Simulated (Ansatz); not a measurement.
Energy needed to pull apart AlSiH₃O (SMILES O=[SiH][AlH2]), singlet, into free ground-state atoms, from the structure below (displaced at random from its PBE0-D4/def2-TZVP minimum); no zero-point or spin–orbit terms; open-shell atoms are treated unrestricted, in their ground-state multiplicity.

O1  (0.514, -2.012, 0.958)
Si2  (-0.342, -1.184, -0.049)
Al3  (0.260, 1.174, -0.019)
H4  (-1.388, -1.836, -0.877)
H5  (1.480, 1.674, -0.956)
H6  (-0.455, 2.128, 0.980)
(Å)

Program: Ansatz 0.2.0. Basis: def2-TZVPP. Cores are frozen in the correlated methods.

```json
{"method": "PBE-D4", "atomization energy (kJ/mol)": "?"}
{"method": "r2SCAN-D4", "atomization energy (kJ/mol)": "1702"}
{"method": "PBE0-D4", "atomization energy (kJ/mol)": "1656"}
{"method": "wB97M-V", "atomization energy (kJ/mol)": "1693"}
{"method": "HF", "atomization energy (kJ/mol)": "?"}
{"method": "MP2", "atomization energy (kJ/mol)": "1680"}
{"method": "CCSD", "atomization energy (kJ/mol)": "1612"}
{"method": "CCSD(T)", "atomization energy (kJ/mol)": "1648"}
```

(1) What does PBE-D4 give? (Judge from chemistry; the value comes from the calculation.)

(2) What does HF give? (To be estimated.)

T1 diagnostic: at most 0.024.

Answers

(1) Computed: 1707 kJ/mol, which is about 59 kJ/mol more than CCSD(T)/def2-TZVPP.

(2) Computed: 1151 kJ/mol, which is about 497 kJ/mol less than CCSD(T)/def2-TZVPP.

In triple zeta the MP2 and coupled-cluster atomization energies are still short of their basis limit by a few kcal/mol a bond, whereas those of the functionals are nearly converged, so these differences are not deviations from converged CCSD(T).

For scale, one of the runs: CCSD(T)/def2-TZVPP forces, 157 basis functions (an equivalent command: `ansatz run in.yaml --threads 2`). The run took 70 s on 2 CPU threads (shared host), with 1.8 GiB of host memory at its peak.
